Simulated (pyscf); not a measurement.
## Four-centre exchange: H₃C–Al(CH₃)–F (SMILES [CH3][Al]([CH3])[F]) + HF (SMILES F) → H₃C–Al(CH₃)–F (SMILES [CH3][Al]([CH3])[F]) + HF (SMILES F)

Gas phase, singlet surface, charge 0. Bonds broken: Al2–F4, F11–H12. Bonds formed: Al2–F11, F4–H12. Single points on ωB97X-D3(BJ)/def2-SVP structures (PySCF, gas phase).

Transition state (Å):

```xyz
12

C      1.8812     0.5300     0.2470
Al     0.0669     0.1044    -0.2998
C     -0.5337    -1.0187    -1.7661
F     -1.0416    -0.1271     1.2017
H      1.9001     1.1814     1.1363
H      2.4333     1.0494    -0.5552
H      2.4552    -0.3805     0.4911
H     -0.0860    -0.7100    -2.7263
H     -1.6292    -0.9865    -1.8855
H     -0.2501    -2.0734    -1.6064
F     -1.0471     1.6086    -0.1152
H     -1.3393     0.9098     0.7669
```

One imaginary mode, 432i cm⁻¹; descent along it reached the two sides named, in the forms told below.

```json
[
 {"bond": "Al2–F4", "change": "breaks", "reactant side (Å)": "1.754", "saddle": "1.881", "product side": "2.061"},
 {"bond": "F11–H12", "change": "breaks", "reactant side (Å)": "0.974", "saddle": "1.163", "product side": "1.572"},
 {"bond": "Al2–F11", "change": "forms", "reactant side (Å)": "2.059", "saddle": "1.881", "product side": "1.754"},
 {"bond": "F4–H12", "change": "forms", "reactant side (Å)": "1.574", "saddle": "1.163", "product side": "0.974"}
]
```

Electronic energies relative to the separated reactants (kJ/mol):

| level | barrier | reaction energy | reverse barrier |
|---|---|---|---|
| ωB97X-D3(BJ)/def2-TZVP | -44.8 | 0.0 | -44.8 |
| PBE/def2-TZVP | -51.4 | 0.0 | -51.4 |
| r²SCAN/def2-TZVP | -56.1 | 0.0 | -56.1 |
| B3LYP-D3(BJ)/def2-TZVP | -42.3 | 0.0 | -42.3 |
| PBE0-D3(BJ)/def2-TZVP | -48.5 | 0.0 | -48.5 |
| M06-2X/def2-TZVP | -48.3 | 0.0 | -48.3 |
| ωB97M-D3(BJ)/def2-TZVP | -42.9 | 0.0 | -42.9 |
| HF/def2-TZVP | 3.8 | 0.0 | 3.8 |

With ωB97M-D3(BJ)/def2-TZVP energies and thermal terms (ideal gas, 1 atm, RRHO with modes under 100 cm⁻¹ raised to 100, one conformer, R ln 2 for chiral ones without a mode under 150 cm⁻¹), in kJ/mol:

| T (K) | ΔH‡ | ΔG‡ | ΔH | ΔG |
|---|---|---|---|---|
| 298 | -46.3 | -2.1 | 0.0 | 0.0 |
| 600 | -48.2 | 43.7 | 0.0 | 0.0 |
| 900 | -47.8 | 89.6 | 0.0 | 0.0 |
| 1200 | -46.2 | 135.2 | 0.0 | 0.0 |

On the reactant side the descent ends in an adduct with a Al–F contact, 55.8 kJ/mol under the separated species and 11.0 kJ/mol under the saddle at ωB97X-D3(BJ)/def2-TZVP. On the product side the descent ends in an adduct with a Al–F contact, 55.8 kJ/mol under the separated species and 11.0 kJ/mol under the saddle at ωB97X-D3(BJ)/def2-TZVP. At ωB97X-D3(BJ)/def2-TZVP, PBE, r²SCAN, B3LYP-D3(BJ), PBE0-D3(BJ), M06-2X, ωB97M-D3(BJ) the saddle lies under the separated reactants, which points to a path from their complex (located at ωB97X-D3(BJ) alone). At ωB97X-D3(BJ)/def2-TZVP, PBE, r²SCAN, B3LYP-D3(BJ), PBE0-D3(BJ), M06-2X, ωB97M-D3(BJ) the saddle lies under the separated products, which points to a path from their complex (located at ωB97X-D3(BJ) alone). What is counted as formed (Al–F) is already present as a longer contact in the reactant adduct; forming that adduct is a step of its own. What is counted as broken (Al–F) persists as a longer contact in the product adduct; parting that adduct is a step of its own. This is the saddle that the search found; another between the same sides may lie lower.
